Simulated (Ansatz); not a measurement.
**Si2NH6+ (SMILES [NH2+]=[SiH][SiH3]): one structure at several levels**

The task here is to estimate one member of a computed series from the others.

The runs use Ansatz 0.2.0, Gaussian basis; single points in def2-TZVPP.

Correlated methods freeze the cores. B3LYP uses VWN-RPA correlation.

## The starting structure

9 atoms, charge 1, spin multiplicity 1.

Atoms are counted from 1 here; the program's logs count them from 0.

Bond lengths: N1–Si2 1.882 Å, N1–H4 0.989 Å, N1–H5 1.146 Å, Si2–H6 1.438 Å, Si3–H7 1.409 Å, Si3–H9 1.472 Å. Angles: Si2–N1–H4 125.9°, Si2–N1–H5 125.7°, H4–N1–H5 107.3°, N1–Si2–H6 99.3°, H7–Si3–H9 123.0°.

As a file:

```xyz
9
H6NSi2
N    -0.9566    1.0748   -1.3476
Si    0.4652    0.9092   -0.1264
Si    0.8602   -1.2871    1.1746
H    -1.4586    0.3286   -1.7586
H    -1.2538    2.0326   -1.9024
H     0.5853    2.2838    0.2781
H     2.2435   -1.4046    0.9313
H    -0.6906   -2.2584    0.4578
H     0.2961   -1.0821    2.5192
```

The first run:

File run/in.yaml:

```yaml
crystal:
  periodic: [false, false, false]
  atoms:
    - {symbol: N, position_ang: [-0.956600, 1.074800, -1.347600]}
    - {symbol: Si, position_ang: [0.465200, 0.909200, -0.126400]}
    - {symbol: Si, position_ang: [0.860200, -1.287100, 1.174600]}
    - {symbol: H, position_ang: [-1.458600, 0.328600, -1.758600]}
    - {symbol: H, position_ang: [-1.253800, 2.032600, -1.902400]}
    - {symbol: H, position_ang: [0.585300, 2.283800, 0.278100]}
    - {symbol: H, position_ang: [2.243500, -1.404600, 0.931300]}
    - {symbol: H, position_ang: [-0.690600, -2.258400, 0.457800]}
    - {symbol: H, position_ang: [0.296100, -1.082100, 2.519200]}
basis:
  gaussian: {orbitals: def2-TZVPP}
total_charge: 1
correlation: {method: ccsd_t}
output: {forces: true}
```

No record of the launch command was kept for these runs.

Among the steps run: CCSD(T)/def2-TZVPP; PBE0-D4/def2-TZVPP; wB97M-V/def2-TZVPP; r2SCAN-D4/def2-TZVPP; PBE-D4/def2-TZVPP; SPW92/def2-TZVPP; B3LYP-D4/def2-TZVPP.

One table of the session follows, with a row left open; its other results are not shown here.

```
   method  RMS force component (eV/Å)  angle to CCSD(T) forces (°)
  CCSD(T)                       1.881                    reference
  PBE0-D4                           ?                            ?
  wB97M-V                       1.952                          2.7
r2SCAN-D4                       1.903                          1.5
   PBE-D4                       1.848                          5.1
    SPW92                       1.913                          6.8
 B3LYP-D4                       1.887                          1.1
```

**Question.** Estimate the row for PBE0-D4.

**Answer.** RMS force component (eV/Å): 1.956; angle to CCSD(T) forces (°): 1.6. In the column «RMS force component (eV/Å)» it is the highest.
